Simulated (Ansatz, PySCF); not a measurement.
System: HO (charge 0, doublet). 
Structure (B3LYP-D3(BJ)/def2-TZVP (Ansatz, a first-principles code) minimum search):
```xyz
2

O      0.0000     0.0000    -0.1085
H      0.0000     0.0000     0.8682
```
Charge 0, spin multiplicity 2.

Property: vertical ionisation energy (to the triplet state of charge +1; each state is the SCF solution reached for its spin), in eV. Correlated levels leave the core frozen unless marked. Open shells are spin-unrestricted. No spin-orbit coupling. No relativistic terms. CBS marks a two-point X^-3 extrapolation of the correlation energy; Hartree-Fock from the larger set.

| level | program | vertical ionisation energy (eV) |
|---|---|---|
| PBE0/def2-TZVPD | Ansatz | 13.07 |
| CAM-B3LYP/def2-TZVPD | Ansatz | 13.31 |
| wB97X-V/def2-TZVPD | Ansatz | 13.17 |
| CCSD/aug-cc-pVTZ | Ansatz | 12.88 |
| CCSD/CBS(def2-TZVPPD,def2-QZVPPD) | Ansatz | 13.00 |
| CCSD(T)/def2-SVPD | Ansatz | 12.80 |
| CCSD(T)/aug-cc-pVTZ | Ansatz | 12.96 |
| CCSD(T)/def2-TZVPPD | Ansatz | 12.91 |
| CCSD(T)/CBS(def2-TZVPPD,def2-QZVPPD) | Ansatz | 13.08 |
| CCSD(T)/CBS(aug-cc-pVTZ,aug-cc-pVQZ) | Ansatz | 13.09 |

For comparison, minus the highest occupied orbital energy (PySCF): 11.08 eV at M06-2X/def2-TZVPD, 13.96 eV at HF/def2-TZVPD, 7.49 eV at BP86/def2-TZVPD.
